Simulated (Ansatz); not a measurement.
**H$_{3}$Ge–BH$_{2}$⁺, doublet in cc-pVDZ: errors against UCCSDT(Q)**

Geometry: that of the H3Ge–BH2, triplet, kept fixed.

| atom | x (Å) | y (Å) | z (Å) |
| --- | --- | --- | --- |
| Ge | -0.0092 | 0.0000 | 0.3056 |
| B | 0.1338 | 0.0000 | -1.8952 |
| H | 0.7100 | -1.2821 | 0.7492 |
| H | 0.7100 | 1.2821 | 0.7492 |
| H | -1.4876 | 0.0000 | 0.7272 |
| H | -0.3540 | -1.0970 | -1.9610 |
| H | -0.3540 | 1.0970 | -1.9610 |

Basis cc-pVDZ; Ansatz 0.2.0. Correlated methods freeze the noble-gas cores and the filled d shells of p-block atoms, which leaves 11 electrons in 51 orbitals. R marks a restricted (for open shells ROHF) determinant, U an unrestricted one. Active spaces: frontier = (9e, 9o) about the gap. No spin–orbit coupling is included, and no scalar relativity.

Full CI isn't at hand for all of this; UCCSDT(Q) serves as the reference, and is uncertain by the last step of the cluster series or more. The frozen core follows each run's orbitals, which can shift R against U totals by a few meV for light atoms and by up to 0.1 eV past Ca.

```
UHF ⟨S²⟩                          : 0.760
T1 diagnostic (RCCSD)             : 0.0212
largest doubles amplitude (RCCSD) : 0.040
T1 diagnostic (UCCSD)             : 0.0160
```

```csv
level,E − E(UCCSDT(Q)) (mEh),wall time
UHF,210.29,–
UMP2,49.80,–
UCCSD,5.55,–
UCCSD(T),1.27,7 s
UCCSDT,0.13,–
```

Run but not shown, since their state, orbitals or frozen core can't be matched to the reference's or they repeat it: RHF, RMP2, CISD, RCCSD, RCCSD(T), BCCD(T), RCCSDT, RCCSDT(Q), CASSCF (frontier space), NEVPT2 (frontier space), MRCISD (frontier space), MRCISD+Q (frontier space).

Times hold each run's SCF and search for its determinant on a shared host, so for small cases they say little of a method's own cost; they ran on 1 thread of Arm Neoverse V1.
